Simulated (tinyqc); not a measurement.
MP2 on RHF in the sto-6g basis, frozen core, for HF, spin multiplicity 1, step by step. One step of it, computed by the program tinyqc.

Problem. Second-order Moller-Plesset energy. E2 = sum_ijab (ia|jb) [2 (ia|jb) - (ib|ja)] / (e_i + e_j - e_a - e_b) over occupied i, j and virtual a, b; the opposite-spin part is (ia|jb)^2 / denominator, the rest is same-spin, and SCS-MP2 scales them by 6/5 and 1/3.

orbital energies (hartree): MO1 -26.243274, MO2 -1.466928, MO3 -0.573459, MO4 -0.471904, MO5 -0.471904, MO6 0.551927

Two-electron integrals over orbitals (pq|rs), unique and non-zero (hartree); the lowest 1 orbital is frozen and left out:
```
(22|22) 0.862350    (32|22) -0.026750   (32|32) 0.154966    (33|22) 0.748552
(33|32) -0.042018   (33|33) 0.752999    (42|42) 0.183080    (43|42) -0.039919
(43|43) 0.045467    (44|22) 0.884204    (44|32) -0.076354   (44|33) 0.743759
(44|44) 0.998085    (52|52) 0.183080    (53|52) -0.039919   (53|53) 0.045467
(54|54) 0.053789    (55|22) 0.884204    (55|32) -0.076354   (55|33) 0.743759
(55|44) 0.890506    (55|55) 0.998085    (62|22) -0.123924   (62|32) -0.052129
(62|33) -0.035698   (62|44) -0.121216   (62|55) -0.121216   (62|62) 0.095570
(63|22) -0.179183   (63|32) 0.093218    (63|33) -0.118759   (63|44) -0.204396
(63|55) -0.204396   (63|62) 0.054141    (63|63) 0.185814    (64|42) -0.040025
(64|43) -0.016273   (64|64) 0.030940    (65|52) -0.040025   (65|53) -0.016273
(65|65) 0.030940    (66|22) 0.675413    (66|32) 0.067347    (66|33) 0.669392
(66|44) 0.647300    (66|55) 0.647300    (66|62) -0.066014   (66|63) -0.014259
(66|66) 0.712145
```

Hartree-Fock energy = -99.50072149 hartree

Give: Terms; Pair energies; MP2 correlation energy; SCS-MP2 correlation energy; MP2 total energy.

Solution.

Terms:
```
i  j  a  b  (ia|jb)  (ib|ja)  denominator       term
3  3  6  6   0.1858   0.1858      -2.2508    -0.0153
2  2  6  6   0.0956   0.0956      -4.0377    -0.0023
2  3  6  6   0.0541   0.0541      -3.1442    -0.0009
3  2  6  6   0.0541   0.0541      -3.1442    -0.0009
5  5  6  6   0.0309   0.0309      -2.0477  -4.68e-04
4  4  6  6   0.0309   0.0309      -2.0477  -4.68e-04
```

Pair energies (hartree; pair i-j sums ij and ji):
```
pair  opposite spin  same spin
2-2         -0.0023     0.0000
3-2         -0.0019     0.0000
3-3         -0.0153     0.0000
4-4       -4.68e-04     0.0000
5-5       -4.68e-04     0.0000
```

MP2 correlation energy = -0.020402 hartree

SCS-MP2 correlation energy = -0.024482 hartree

MP2 total energy = -99.521123 hartree
